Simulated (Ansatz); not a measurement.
hcp Co, treated with BLYP (plane waves, PAW; Ansatz, a quantum-chemistry and plane-wave program).

Numerical settings: plane-wave cutoff 520 eV, 24×24×14 k mesh (along the axes of the cell as run), Fermi–Dirac smearing 0.05 eV, spin-polarised with parallel moments, scalar-relativistic PAW data made under PBE.

Energies at three volumes about the minimum:

| V (Å³/atom) | E − E_lowest (meV/atom) |
|---|---|
| 11.126 | 2.79 |
| 11.353 | 0.00 |
| 11.580 | 2.58 |

Question: Fit a parabola by hand: where is the minimum, and what is the bulk modulus?

Answer: Slopes: (0.00 − 2.79)/(11.353 − 11.126) = -12.291 and (2.58 − 0.00)/(11.580 − 11.353) = 11.366 meV/Å³. Curvature E″ = 2 × (11.366 − (-12.291))/(11.580 − 11.126) = 104.216 meV/Å⁶. From the middle of the first interval, the slope vanishes at V0 = 11.2395 − (-12.291)/104.216 = 11.357 Å³/atom. B = V0 E″ = 11.357 × 104.216 meV/Å³ × 0.1602 GPa per meV/Å³ = 190 GPa. The full Birch–Murnaghan fit to all volumes gives V0 = 11.354 Å³/atom and B0 = 189 GPa.

Shape and atoms are relaxed at each volume.

Measured, for comparison: bulk modulus 193 GPa (zero-point energy and finite temperature contributions removed, our sources range from 193 to 198; as tabulated in doi:10.1021/acs.jctc.3c00612). Computed (rounded) less measured: bulk modulus -2 % (-2 % to -5 % over the range).

Note: the bulk modulus comes from volumes at which shape and atoms were relaxed.
